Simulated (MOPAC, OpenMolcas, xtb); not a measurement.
**How methods differ on CClF2 (chlorodifluoromethyl radical)**

CClF2 has 4 atoms, charge 0, and is taken as a doublet. As SMILES, `F[C](F)Cl`. Geometry: relaxed at PBE0-D4/def2-TZVP.

Each level gives the dipole moment (D). The values are calculated.

```csv
level,kind,program,value (D),CPU time
RM1,semi-empirical,MOPAC,0.20,under 2 s
PM6-ORG,semi-empirical,MOPAC,0.40,under 2 s
PM7,semi-empirical,MOPAC,0.07,under 2 s
GFN0-xTB,semi-empirical,xtb,0.47,under 2 s
UHF/ANO-RCC-MB (DKH2),Hartree–Fock,OpenMolcas,0.71,2.5 s
UHF/STO-3G,Hartree–Fock,OpenMolcas,1.08,1.9 s
ROHF/ANO-L-VDZ (Cholesky decomposition),Hartree–Fock,OpenMolcas,0.97,8.2 s
UHF/3-21G,Hartree–Fock,OpenMolcas,0.59,6 s
UHF/cc-pVDZ,Hartree–Fock,OpenMolcas,0.56,2.5 s
UHF/def2-SVP,Hartree–Fock,OpenMolcas,0.65,6.7 s
```

The values span 0.07 to 1.08 D. Magnitudes only: a small dipole may point the other way at some levels. Sets without polarisation functions give poor dipoles. CPU times are rough (shared hosts, several kinds of processor): they show what a rung costs within a factor of a few.
